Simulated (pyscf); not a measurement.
Optimised with ωB97X-D3(BJ)/def2-SVP in PySCF.

Question: For the elementary gas-phase step `[SiH2]` [singlet] + `[CH3][OH]` -> `[CH3][O][SiH]` [singlet] + `[H][H]` (singlet surface; H–Si, H–O broken, O–Si, H–H formed), what barrier and reaction energy does ωB97M-D3(BJ)/def2-TZVP give, measured from the separated reactants?

Answer: ΔE‡ = -0.7 kcal/mol, ΔE = -31.1 kcal/mol. Zero-point energy shifts the barrier by +0.7 kcal/mol. It is a four-centre exchange, with an imaginary mode of 1395i cm⁻¹. On the reactant side the descent ends in an adduct with a O–Si contact, 23.7 kcal/mol under the separated species and 22.0 kcal/mol under the saddle at ωB97X-D3(BJ)/def2-TZVP. At ωB97M-D3(BJ) the saddle lies under the separated reactants, which points to a path from their complex (located at ωB97X-D3(BJ) alone). What is counted as formed (O–Si) is already present as a longer contact in the reactant adduct; forming that adduct is a step of its own. At the saddle there is also a short H–Si contact that neither side keeps. This is the saddle that the search found; another between the same sides may lie lower.
